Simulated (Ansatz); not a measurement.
# BNHS+ (triplet): from Hartree-Fock to the top rungs, cc-pVDZ

The task here is to estimate one member of a computed series from the others.

The runs use Ansatz 0.2.0, Gaussian basis; cc-pVDZ, core rule «outside noble gas», up to 7 orbitals frozen.

To be run: UHF; CCSD(T) on ROHF; CCSD(T) on UHF; BCCD(T) on ROHF; CISD as a restricted active space (open shells left free, so some higher excitations enter); CCSDT(Q) on ROHF; CCSDT(Q) on UHF.

32 further runs of the same task are left out: 6 for a known fault of the program, 14 that didn't finish, 12 set aside as unsound or not needed. Runs told in other sessions of the task aren't counted.

### The system

The geometry is a PBE0/def2-TZVP stationary point (not a proven minimum) of the parent state, kept for this charge and spin.

4 atoms, charge 1, spin multiplicity 3.

Atoms are counted from 1 here; the program's logs count them from 0.

Bond lengths: B1–N2 1.414 Å, B1–H4 1.195 Å, N2–S3 1.539 Å. Angles: N2–B1–H4 123.0°, B1–N2–S3 128.1°.

Coordinates:

```xyz
4
charge 1, multiplicity 3
B     0.00000   -0.35004    1.73029
N     0.00000    0.42357    0.54639
S     0.00000   -0.07119   -0.91081
H     0.00000    0.13319    2.82350
```

The first run:

in.yaml reads:

```yaml
crystal:
  periodic: [false, false, false]
  atoms:
    - {symbol: B, position_ang: [0.000000, -0.350038, 1.730287]}
    - {symbol: N, position_ang: [0.000000, 0.423569, 0.546386]}
    - {symbol: S, position_ang: [0.000000, -0.071192, -0.910810]}
    - {symbol: H, position_ang: [0.000000, 0.133189, 2.823497]}
basis:
  gaussian: {orbitals: cc-pVDZ}
total_charge: 1
magnetization: {spin_polarized: true, initial_magnetization: 2}
hamiltonian: {xc: hf}
output: {orbitals: {seedname: orbitals}}
```

Run with:

```bash
> ansatz run in.yaml --threads 1 --pin off --events-out ev --progress --plain --max-ram 2393MiB
```

Steps of the session up to this table: UHF; CCSD(T) on ROHF; CCSD(T) on UHF; BCCD(T) on ROHF; CISD as a restricted active space (open shells left free, so some higher excitations enter); CCSDT(Q) on ROHF; CCSDT(Q) on UHF.

One table of the session follows, with a row left open; its other results are not shown here.

| method | from UCCSDT(Q) (meV) |
| --- | --- |
| ROHF | ? |
| UHF | +10180.2 |
| RMP2 | +1135.2 |
| UMP2 | +1211.2 |
| CISD | +1528.0 |
| RCCSD | +524.1 |
| UCCSD | +515.6 |
| RCCSD(T) | +76.5 |
| UCCSD(T) | +79.4 |
| BCCD(T) | +81.1 |
| RCCSDT | +51.2 |
| UCCSDT | +50.0 |
| RCCSDT(Q) | +10.3 |
| UCCSDT(Q) | 0 |

**Question.** Estimate the row for ROHF.

The run gave: from UCCSDT(Q) (meV): +10402.2. In the column «from UCCSDT(Q) (meV)» it is the highest.

Caveats from the session: Restricted and unrestricted rows rest on different reference determinants; a gap between their highest levels can come from leftover correlation error, from unlike frozen cores or from another state.
